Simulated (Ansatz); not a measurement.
A nudged elastic band was laid between two geometries of AlBH5Si (8 atoms, charge 0, multiplicity 2).

Level of theory: UKS BHLYP-D4/def2-SVP in Ansatz 0.2.0.

```json
{
  "movable images": "2",
  "climbing image": "no",
  "spring": "5.0 eV/Å²",
  "optimiser": "quadratic models (default)",
  "start path": "through a guess of the saddle point",
  "force threshold": "0.05 eV/Å",
  "iteration limit": "60",
  "end points": "relaxed"
}
```

Image 0:

```xyz
8
Properties=species:S:1:pos:R:3
B -1.891 0.632 -1.339
Al -0.007 0.908 -0.632
Si 0.870 -0.762 0.939
H -2.999 0.438 -1.728
H 0.820 2.166 -1.103
H 1.192 -0.143 2.253
H 2.120 -1.381 0.423
H -0.104 -1.857 1.187
```

Image 3:

```xyz
8
Properties=species:S:1:pos:R:3
B -1.322 1.442 -1.498
Al -0.047 0.073 -0.715
Si 1.025 -1.091 1.159
H -2.452 1.131 -1.763
H -0.922 2.517 -1.855
H 1.195 -0.212 2.344
H 2.357 -1.621 0.779
H 0.165 -2.239 1.548
```

(1) Which bonds break or form, and what moves?

(2) Give the energies along the band, and the barrier.

(3) What is the geometry of the highest image?

The band took 9 iterations and about 70 core-seconds.

Results:

(1) Bonds broken: Al2–H5. Bonds formed: B1–H5.

(2) The forces met the threshold. The highest image is number 1 of 0 to 3, 2.1 kcal/mol above the first end and 18.0 kcal/mol above the last; the last end lies 15.9 kcal/mol below the first. No image climbed, so the highest image needn't sit at the top of the path. A band with more images between the same ends climbed to 0.43 eV, so this one has probably stepped over the top. So few images can step over the top or miss a turn of the path.

| image | path coordinate (Å) | energy (kcal/mol) | Al2–H5 (Å) | B1–H5 (Å) |
| --- | --- | --- | --- | --- |
| 0 | 0.00 | 0.0 | 1.58 | 3.12 |
| 1 | 1.38 | 2.1 | 1.58 | 2.83 |
| 2 | 2.76 | 2.0 | 1.97 | 1.40 |
| 3 | 4.14 | -15.9 | 2.84 | 1.20 |

(3) 
```xyz
8
Properties=species:S:1:pos:R:3
B -2.020 0.849 -1.267
Al -0.107 0.598 -0.673
Si 0.948 -0.833 1.022
H -3.078 1.133 -1.731
H 0.672 1.655 -1.554
H 0.851 -0.207 2.368
H 2.394 -1.008 0.721
H 0.340 -2.185 1.115
```

The run took 39 s on 2 threads of Intel(R) Xeon(R) Platinum 8488C (Sapphire Rapids) (shared host), peak memory 0.2 GiB.
